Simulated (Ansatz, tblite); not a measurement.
**The cluster Cu2F2+: isomers from a random search**

One table from this session's results is given with a row withheld; the runs are named, their logs left out.

The runs use Ansatz 0.2.0, Gaussian basis; relaxed with B3LYP-D4/def2-SVP, doublet.

1 further run of the same task is left out (it didn't finish).

## The starting structure

4 atoms, charge 1, spin multiplicity 2.

Atoms are counted from 1 here; the program's logs count them from 0.

Bond lengths: Cu1–F3 1.696 Å, Cu1–F4 1.852 Å, Cu2–F4 1.893 Å. Angles: F3–Cu1–F4 179.5°, Cu1–F4–Cu2 179.7°.

Geometry (Å):

```xyz
4
charge 1, multiplicity 2
Cu    0.63320    0.73525   -0.09843
Cu   -1.80138   -2.08692    0.26517
F     1.74165    2.00930   -0.25065
F    -0.57346   -0.65762    0.08391
```

No spin-orbit coupling is included. The ion is computed in the gas phase, without counter-ions or solvent.

A search from random starts with GFN2-xTB found 2 distinct shapes; 2 go on here. The structure above is candidate A, which lies 0.00 eV above the lowest at that level; B lies 0.24 eV above the lowest at that level.

The first run:

in.yaml

```yaml
crystal:
  periodic: [false, false, false]
  atoms:
    - {symbol: Cu, position_ang: [0.633200, 0.735250, -0.098430]}
    - {symbol: Cu, position_ang: [-1.801380, -2.086920, 0.265170]}
    - {symbol: F, position_ang: [1.741650, 2.009300, -0.250650]}
    - {symbol: F, position_ang: [-0.573460, -0.657620, 0.083910]}
basis:
  gaussian: {orbitals: def2-SVP}
total_charge: 1
magnetization: {spin_polarized: true, initial_magnetization: 1}
hamiltonian: {xc: {name: B3LYP}, dispersion: d4}
scf: {omitted_lower_state_checks: [starts]}
output: {orbitals: {seedname: orbitals}}
relax: {f_tol: 0.02, max_steps: 100}
```

Command:

```console
> ansatz run in.yaml --threads 4 --pin off --events-out ev --progress --plain --max-ram 3916MiB
```

Among the steps run: Relaxing candidate A; Relaxing candidate B; Candidate A, PBE0-D4/def2-TZVP; Candidate A, PBE-D4/def2-TZVP; Candidate A, r2SCAN-D4/def2-TZVP; Candidate A, B3LYP-D4/def2-TZVP; Candidate A, HF/def2-TZVP; Candidate A, CCSD(T)/def2-TZVP.

One table of the session follows, with a row left open; its other results are not shown here.

| method | A above B (kcal/mol) |
| --- | --- |
| GFN1-xTB | 1.9 |
| GFN2-xTB | -5.5 |
| HF/def2-TZVP | -29.1 |
| PBE-D4/def2-TZVP | ? |
| r2SCAN-D4/def2-TZVP | 3.2 |
| B3LYP-D4/def2-TZVP | -6.8 |
| PBE0-D4/def2-TZVP | -9.7 |
| MP2/def2-TZVP | -25.5 |
| CCSD/def2-TZVP | -24.6 |
| CCSD(T)/def2-TZVP | -23.0 |

Q: Estimate the row for PBE-D4/def2-TZVP from the others.

The run gave: A above B (kcal/mol): 2.7. In the column «A above B (kcal/mol)» it lies between GFN1-xTB (1.9) and r2SCAN-D4/def2-TZVP (3.2).

Among the levels timed on like hardware and quicker than the yardstick, those that no quicker one beats, quickest first: GFN2-xTB (0.006 s, +17.5 kcal/mol); HF/def2-TZVP (6.2 s, -6.1 kcal/mol).

Times add the two runs; a level without a time comes out of a correlated run.

To keep in mind: CCSD(T)/def2-TZVP isn't at the basis-set limit; small misses against it rank nothing. The search was small, so a lower isomer may exist. Only doublets are compared; another spin may lie lower and prefer another shape.
